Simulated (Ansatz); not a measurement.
# Worked example: HCSi, quartet against HCSi, doublet

Geometry (PBE0/def2-TZVP stationary point of a doublet), kept for both states (HCSi, doublet: Π; HCSi, quartet: Π):

```csv
atom,x (Å),y (Å),z (Å)
Si,0.0000,0.0000,1.4814
C,0.0000,0.0000,-0.2010
H,0.0000,0.0000,-1.2804
```

Basis 6-31G; Ansatz 0.2.0. Correlated methods freeze the noble-gas cores. Prefix R: restricted or restricted open-shell reference; prefix U: unrestricted.

Full CI is exact within this basis and frozen core; it isn't the basis-set limit. The frozen core follows each run's orbitals, which can shift R against U totals by a few meV.

Unrestricted rows (U, and Kohn–Sham where it breaks symmetry) aren't spin-pure: their determinants' ⟨S²⟩ exceeds S(S+1) by up to 0.40, so they mix in states of higher spin.

```json
{"level": "UHF", "E(HCSi, doublet) (hartree)": "-327.201812", "E(HCSi, quartet) (hartree)": "-327.135000"}
{"level": "UMP2", "E(HCSi, doublet) (hartree)": "-327.297325", "E(HCSi, quartet) (hartree)": "-327.205566"}
{"level": "UCCSD(T)", "E(HCSi, doublet) (hartree)": "-327.338773", "E(HCSi, quartet) (hartree)": "-327.230072"}
{"level": "PBE", "E(HCSi, doublet) (hartree)": "-327.804858", "E(HCSi, quartet) (hartree)": "-327.690275"}
{"level": "r2SCAN", "E(HCSi, doublet) (hartree)": "-327.951698", "E(HCSi, quartet) (hartree)": "-327.842507"}
{"level": "full CI", "E(HCSi, doublet) (hartree)": "-327.340594", "E(HCSi, quartet) (hartree)": "-327.230676"}
```

Problem. Give the vertical gap, HCSi quartet less HCSi doublet, at each level in eV (1 hartree = 27.2114 eV), and each error against full CI.

Solution. full CI: (-327.230676 − (-327.340594)) × 27.2114 = 2.991 eV (the reference)
r2SCAN: (-327.842507 − (-327.951698)) × 27.2114 = 2.971 eV, error -0.020 eV
PBE: (-327.690275 − (-327.804858)) × 27.2114 = 3.118 eV, error 0.127 eV
UCCSD(T): (-327.230072 − (-327.338773)) × 27.2114 = 2.958 eV, error -0.033 eV
UMP2: (-327.205566 − (-327.297325)) × 27.2114 = 2.497 eV, error -0.494 eV
UHF: (-327.135000 − (-327.201812)) × 27.2114 = 1.818 eV, error -1.173 eV

Total energies of functionals can't be set beside those of wave-function methods, since they hold the core's correlation and their own absolute errors; only the differences compare.

The set has no polarisation functions, so the order and spacing of states can differ from the basis-set limit.

In so small a basis the reference is far from its limit while semilocal and hybrid functionals are nearer theirs, so the functionals' errors here hold much of the reference's basis and frozen-core error, which can add to them or hide them.

Each level lands on the state that its own search finds. T1 diagnostics of restricted CCSD: 0.025 and 0.025.
